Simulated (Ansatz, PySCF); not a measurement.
Reaction (SMILES): C=CC#N + H+ → C(=C)C#[NH+] (at N, the best of the heteroatom sites tried; carbon was not tried)

Wanted: proton affinity (electronic), in kcal/mol. Positive where the reaction releases energy. Terms: no spin-orbit coupling; 6-31G* and kin with 6d, 5d where marked; non-relativistic; no dispersion term unless named; LANL2DZ all-electron up to Ne; 6-311+G** with 5d. Ab initio and DFT rows: single points at B3LYP-D3(BJ) geometries (Ansatz, a quantum-chemistry and plane-wave program). The Hartree-Fock reference of C=CC#N is unstable towards a lower, spin-broken solution.

```tsv
level	program	proton affinity (electronic) (kcal/mol)
HF/LANL2DZ	Ansatz	200.6
PBE/STO-3G	Ansatz	215.1
BLYP/6-31G*	Ansatz	197.0
B3LYP/STO-3G	Ansatz	216.6
B3LYP/LANL2DZ	Ansatz	200.8
B3LYP/6-31G	Ansatz	200.9
B3LYP/6-31G*	Ansatz	197.0
B3LYP/6-31G**	Ansatz	199.4
B3LYP/6-311+G**	Ansatz	195.2
M06-2X/6-31G* (5d)	PySCF	193.4
M06-2X/def2-TZVPD	PySCF	193.2
wB97M-V/def2-TZVPD	Ansatz	192.6
wB97X-V/def2-TZVPD	Ansatz	195.9
```

No value to compare with is used here. The 10 habitual levels span 193.4 (M06-2X/6-31G* (5d)) to 216.6 kcal/mol (B3LYP/STO-3G); wB97X-V/def2-TZVPD gives 195.9.

The levels are drawn from those run, B3LYP/6-31G* more often than the rest, none by its result; runs whose electronic state is in doubt are left out.
